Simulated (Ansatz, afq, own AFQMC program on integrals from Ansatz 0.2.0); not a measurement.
AFQMC on a folder of integrals that Ansatz 0.2.0 wrote.

```yaml
crystal:
  periodic: [false, false, false]
  atoms:
    - {symbol: B, position_ang: [0.000000, 0.000000, 1.068987]}
    - {symbol: O, position_ang: [0.000000, 0.000000, -0.933013]}
    - {symbol: H, position_ang: [0.000000, 1.050271, 1.672141]}
    - {symbol: H, position_ang: [0.000000, -1.050271, 1.672141]}
basis:
  gaussian: {orbitals: cc-pVDZ}
magnetization: {spin_polarized: true, initial_magnetization: 1}
correlation: {method: ccsd_t, electrons: outside_noble_gas, hamiltonian_folder: ham}
```

```sh
$ ansatz run in.yaml --threads 1 --pin off --events-out ev --progress --plain --max-ram 1382MiB
```

Options of the walk:

```
--method phaseless --trial hf --walkers 120 --populations 1 --least-time 40 --time-step 0.005 --steps-per-block 20 --equilibration-blocks 160 --max-blocks 600 --target-error 0.002400 --factor-cut 1e-05 --start spin_pure --seed 9286 --taylor-order 6
```

Times are imaginary, in 1/Eh. The walk had a cap of 1172 s.

Log:

```
orbitals 36  electrons 6 5  factors 261 of 346
reference energy -100.58371530 Eh
CCSD correlation -0.26136262 Eh in 15 cycles, weight of the determinant in the CISD state 0.8385
energy of the start -100.591328 Eh
 block  time / (1/Eh)  mean weight  energy / Eh
     1     0.100  1.0009  -100.670176
     2     0.200  1.0024  -100.728961
     3     0.300  1.0025  -100.754829
     4     0.400  1.0013  -100.761655
     5     0.500  1.0008  -100.780893
     8     0.800  1.0005  -100.796867
    20     2.000  0.9985  -100.845156
    77     7.700  0.9988  -100.840645
    96     9.600  0.9995  -100.895273
   134    13.400  0.9962  -100.871563
   172    17.200  1.0015  -100.815666
   191    19.100  1.0022  -100.836687
   248    24.800  1.0004  -100.890336
   305    30.500  1.0010  -100.865438
   362    36.200  1.0006  -100.835786
   419    41.900  1.0003  -100.871564
   476    47.600  1.0006  -100.819617
   533    53.300  0.9996  -100.827438
   590    59.000  0.9989  -100.818278
   647    64.700  0.9993  -100.826735
   704    70.400  0.9996  -100.855472
   742    74.200  1.0020  -100.831745
blocks merged  error / Eh  count
     1  0.001092  600
     2  0.001423  300
     4  0.001839  150
     8  0.002380  75
    16  0.002812  37
    32  0.002805  18
    64  0.002771  9
energy -100.853199 +/- 0.002812 Eh
(rows thinned)
```

The run passed its tests (sampling time, drift between the halves within three errors, error under three times the target), which doesn't prove that it has relaxed.

Against this walk (error 76.5 meV) on the same determinant: CCSD(T) 20.7 meV higher (within the noise), CCSDT(Q) 81.3 meV lower (within the noise), a separate phaseless walk with a CISD trial and standard settings 15.8 ± 79.0 meV lower (within the noise). The error is statistical and leaves out the bias of the constraint. The determinant has ⟨S²⟩ = 0.96, so the low cluster orders mix in higher spin (the high orders can go on to a lower state of that spin), while the walk starts as a pure doublet. None of these is a sure reference here.

Cautions: constraint bias not in the error; error above the target (76.5 against 65.3 meV); higher spins were not checked; strong correlation (T1 0.052, weight of the determinant 0.84, largest double 0.11); unrestricted determinant spin contaminated (⟨S²⟩ 0.96 against 0.75); the bias of populations of 120 walkers isn't removed.

The walk took 5.3 min on 1 thread of Arm Neoverse V1, on a shared host. The log's last line is the phaseless energy.

CCSDT and higher add their correlation energy to the determinant of the CCSD(T) run, since their own runs factorise the integrals more tightly (a shift of under 2 meV). A walk keeps the symmetry of its determinant, which the program's search chose and which needn't be the lowest solution, so a lower state of the same spin and another symmetry isn't excluded.
